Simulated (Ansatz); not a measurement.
System: chalcopyrite CuGaSe₂. Method: revPBE in Ansatz (PAW).

Settings: plane-wave cutoff 520 eV, 8×8×8 k mesh, Fermi–Dirac smearing 0.01 eV, no spin polarisation, scalar-relativistic PAW data made under PBE.

Cell (relaxed at this level):

```
CuGaSe2
1.0
   -2.86260     2.86260     5.67704
    2.86260    -2.86260     5.67704
    2.86260     2.86260    -5.67704
Ga Cu Se
2 2 4
Direct
  0.50000   0.50000   0.00000
  0.25000   0.75000   0.50000
  0.00000   0.00000   0.00000
  0.75000   0.25000   0.50000
  0.87500   0.87991   0.50491
  0.12009   0.62500   0.99509
  0.37500   0.37009   0.49509
  0.62991   0.12500   0.00491
```

**Question.** Give the computed bulk modulus B0, band gap and pressure derivative B′ of the bulk modulus.

**Answer.** 
- bulk modulus B0: 54.4 GPa
- band gap: 0.03 eV (under three smearing widths, so not firm)
- pressure derivative B′ of the bulk modulus: 4.8

Measured, for comparison: band gap 1.67 eV (temperature not stated, not corrected to a static lattice, direct or pseudo-direct at Γ; as tabulated in Ghosh et al. (2024), arXiv:2401.16805).

Note: the bulk modulus comes from volumes at which shape and atoms were relaxed.

Spin–orbit coupling is not included; it can close the smallest gap of 0.03 eV.

Computed values are for the static lattice.

The result took roughly 40 core-minutes.

Ansatz is a first-principles code.
